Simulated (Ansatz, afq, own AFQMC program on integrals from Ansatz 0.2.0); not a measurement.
Two steps: Ansatz 0.2.0 writes the Fock matrix and Cholesky factors of the valence space, and afq projects on them the lowest state that overlaps trial and start.

```yaml
crystal:
  periodic: [false, false, false]
  atoms:
    - {symbol: Cu, position_ang: [-0.912337, 0.005335, 0.006227]}
    - {symbol: Si, position_ang: [1.809553, -0.010582, -0.012351]}
    - {symbol: H, position_ang: [2.357554, -1.398596, -0.011317]}
    - {symbol: H, position_ang: [2.377860, 0.682683, 1.180671]}
    - {symbol: H, position_ang: [2.361441, 0.674414, -1.217794]}
basis:
  gaussian: {orbitals: def2-SVP}
magnetization: {spin_polarized: false}
correlation: {method: ccsd_t, electrons: outside_noble_gas, hamiltonian_folder: ham}
```

```sh
$ ansatz run in.yaml --threads 1 --pin off --events-out ev --progress --plain --max-ram 15360MiB --backend cuda --devices 0, --max-vram 18GiB
```

afq runs on the folder ham with

```
--method phaseless --trial hf --walkers 4000 --populations 20 --least-time 40 --time-step 0.005 --steps-per-block 20 --equilibration-blocks 160 --max-blocks 4000 --target-error 0.0013 --factor-cut 1e-05 --seed 9911 --taylor-order 6
```

Times are imaginary, in 1/Eh. The walk had a cap of 51 s. With eight or more populations the least sampling time is a fifth of least-time, and the error comes from their spread.

Log:

```
orbitals 50  electrons 9 9  factors 413 of 668
reference energy -1929.26180976 Eh
CCSD correlation -0.40052149 Eh in 16 cycles, weight of the determinant in the CISD state 0.8536
energy of the start -1929.261809 Eh
 block  time / (1/Eh)  mean weight  energy / Eh
     1     0.100  1.0031  -1929.415534
     2     0.200  1.0036  -1929.488045
     3     0.300  1.0027  -1929.528967
     4     0.400  1.0028  -1929.562941
     5     0.500  1.0023  -1929.580368
    10     1.000  1.0007  -1929.634157
    41     4.100  0.9996  -1929.666601
    49     4.900  0.9995  -1929.677336
    89     8.900  0.9999  -1929.682553
   129    12.900  0.9996  -1929.694501
   169    16.900  0.9995  -1929.687861
   209    20.900  1.0002  -1929.692693
   217    21.700  0.9998  -1929.701165
   249    24.900  1.0003  -1929.683884
   289    28.900  0.9990  -1929.685707
   329    32.900  1.0002  -1929.692482
   345    34.500  1.0001  -1929.685344
error from the spread of 20 populations
energy -1929.688225 +/- 0.001293 Eh
(rows thinned)
```

The run passed its tests (sampling time, drift between the halves within three errors, error under three times the target), which doesn't prove that it has relaxed.

Against this walk (error 35.2 meV) on the same determinant: CCSD(T) 265.1 meV higher, CCSDT(Q) 307.7 meV higher, a separate phaseless walk with a CISD trial and standard settings 302.4 ± 35.7 meV higher. The error is statistical and leaves out the bias of the constraint. CCSDT(Q) is the surest value here, so the walk's 308 meV below it is most likely the bias of the constraint with this trial, which can have either sign.

Cautions: constraint bias not in the error; no relativity below Rb; outer-core shells of the metal frozen; higher spins were not checked.

The walk took 27 s on 1 × NVIDIA H100 80GB HBM3 with 2 threads of AMD EPYC 7R13 Processor (Zen 3), with other jobs on the host (the card was shared). The log's last line is the phaseless energy.

CCSDT and higher add their correlation energy to the determinant of the CCSD(T) run, since their own runs factorise the integrals more tightly (a shift of under 2 meV). A walk keeps the symmetry of its determinant, which the program's search chose and which needn't be the lowest solution, so a lower state of the same spin and another symmetry isn't excluded.
